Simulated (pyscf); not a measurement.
Optimised with ωB97X-D3(BJ)/def2-SVP in PySCF.

**Question.** For the elementary gas-phase step `[O]=[W]([OH])([OH])([OH])[OH]` → `[O]=[W](=[O])([OH])[OH]` + `[OH2]` (singlet surface; H–O, O–W broken, H–O formed), what barrier and reaction energy does ωB97M-D3(BJ)/def2-TZVP give, measured from the reactant's lowest minimum found?

**Answer.** ΔE‡ = 21.5 kcal/mol, ΔE = +10.5 kcal/mol. Zero-point energy shifts the barrier by -2.0 kcal/mol. It is an elimination, with an imaginary mode of 1379i cm⁻¹. On the product side the descent ends in an adduct with a O–W contact, 14.8 kcal/mol under the separated species and 24.0 kcal/mol under the saddle at ωB97X-D3(BJ)/def2-TZVP. What is counted as broken (O–W) persists as a longer contact in the product adduct; parting that adduct is a step of its own. This is the saddle that the search found; another between the same sides may lie lower. Elements past Kr carry the def2 core potentials, without spin-orbit coupling.
